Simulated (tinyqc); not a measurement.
Inside a calculation. Method: CCD on RHF in the sto-3g basis, frozen core, for H2F+, spin multiplicity 1. One step of it, computed by the program tinyqc.

Question. Iteration 1: diagonalisation and new density. Diagonalise F' = X^T F X, C = X C', fill 5 alpha and 5 beta electrons from the bottom; D = 2 C_occ C_occ^T. Each column has its largest component positive (the first on a tie).

Fock matrix F (hartree), order 1F 1s, 1F 2s, 1F 2px, 1F 2py, 1F 2pz, 2H 1s, 3H 1s:
$$\begin{pmatrix}
-27.448873 & -6.947964 & 0.000000 & 0.000000 & -0.008085 & -1.094558 & -1.094558 \\
-6.947964 & -4.009560 & 0.000000 & 0.000000 & -0.078772 & -1.242370 & -1.242370 \\
0.000000 & 0.000000 & -1.253675 & 0.000000 & 0.000000 & 0.000000 & 0.000000 \\
0.000000 & 0.000000 & 0.000000 & -1.353888 & 0.000000 & -0.542131 & 0.542131 \\
-0.008085 & -0.078772 & 0.000000 & 0.000000 & -1.287151 & -0.334740 & -0.334740 \\
-1.094558 & -1.242370 & 0.000000 & -0.542131 & -0.334740 & -0.882019 & -0.379072 \\
-1.094558 & -1.242370 & 0.000000 & 0.542131 & -0.334740 & -0.379072 & -0.882019
\end{pmatrix}$$

X, order 1F 1s, 1F 2s, 1F 2px, 1F 2py, 1F 2pz, 2H 1s, 3H 1s:
$$\begin{pmatrix}
1.023698 & -0.135935 & 0.000000 & 0.000000 & -0.004996 & 0.017617 & 0.017617 \\
-0.135935 & 1.141691 & 0.000000 & 0.000000 & 0.047871 & -0.205592 & -0.205592 \\
0.000000 & 0.000000 & 1.000000 & 0.000000 & 0.000000 & 0.000000 & 0.000000 \\
0.000000 & 0.000000 & 0.000000 & 1.068771 & 0.000000 & -0.168350 & 0.168350 \\
-0.004996 & 0.047871 & 0.000000 & 0.000000 & 1.019174 & -0.082664 & -0.082664 \\
0.017617 & -0.205592 & 0.000000 & -0.168350 & -0.082664 & 1.109247 & -0.062997 \\
0.017617 & -0.205592 & 0.000000 & 0.168350 & -0.082664 & -0.062997 & 1.109247
\end{pmatrix}$$

Give: F' = X^T F X; orbital energies; coefficients C; D after iteration 1.

Answer.

F' = X^T F X (hartree):
$$\begin{pmatrix}
-26.973 & -3.452 & 0.000 & 0.000 & -0.023 & -0.137 & -0.137 \\
-3.452 & -2.638 & 0.000 & 0.000 & 0.026 & -0.496 & -0.496 \\
0.000 & 0.000 & -1.254 & 0.000 & 0.000 & 0.000 & 0.000 \\
0.000 & 0.000 & 0.000 & -1.185 & 0.000 & -0.367 & 0.367 \\
-0.023 & 0.026 & 0.000 & 0.000 & -1.238 & -0.194 & -0.194 \\
-0.137 & -0.496 & 0.000 & -0.367 & -0.194 & -0.447 & -0.107 \\
-0.137 & -0.496 & 0.000 & 0.367 & -0.194 & -0.107 & -0.447
\end{pmatrix}$$

orbital energies (hartree): MO1 -27.457, MO2 -2.403, MO3 -1.432, MO4 -1.306, MO5 -1.254, MO6 -0.238, MO7 -0.093

coefficients C, order 1F 1s, 1F 2s, 1F 2px, 1F 2py, 1F 2pz, 2H 1s, 3H 1s:
$$\begin{pmatrix}
0.995 & -0.254 & 0.000 & 0.037 & 0.000 & 0.103 & 0.000 \\
0.020 & 0.978 & 0.000 & -0.183 & 0.000 & -0.646 & 0.000 \\
0.000 & 0.000 & 0.000 & 0.000 & 1.000 & 0.000 & 0.000 \\
0.000 & 0.000 & 0.863 & 0.000 & 0.000 & 0.000 & -0.674 \\
0.001 & 0.064 & 0.000 & 0.950 & 0.000 & -0.386 & 0.000 \\
-0.003 & 0.059 & 0.204 & 0.115 & 0.000 & 0.762 & 0.821 \\
-0.003 & 0.059 & -0.204 & 0.115 & 0.000 & 0.762 & -0.821
\end{pmatrix}$$

D after iteration 1, order 1F 1s, 1F 2s, 1F 2px, 1F 2py, 1F 2pz, 2H 1s, 3H 1s:
$$\begin{pmatrix}
2.113 & -0.470 & 0.000 & 0.000 & 0.040 & -0.027 & -0.027 \\
-0.470 & 1.982 & 0.000 & 0.000 & -0.223 & 0.072 & 0.072 \\
0.000 & 0.000 & 2.000 & 0.000 & 0.000 & 0.000 & 0.000 \\
0.000 & 0.000 & 0.000 & 1.489 & 0.000 & 0.352 & -0.352 \\
0.040 & -0.223 & 0.000 & 0.000 & 1.812 & 0.226 & 0.226 \\
-0.027 & 0.072 & 0.000 & 0.352 & 0.226 & 0.117 & -0.050 \\
-0.027 & 0.072 & 0.000 & -0.352 & 0.226 & -0.050 & 0.117
\end{pmatrix}$$
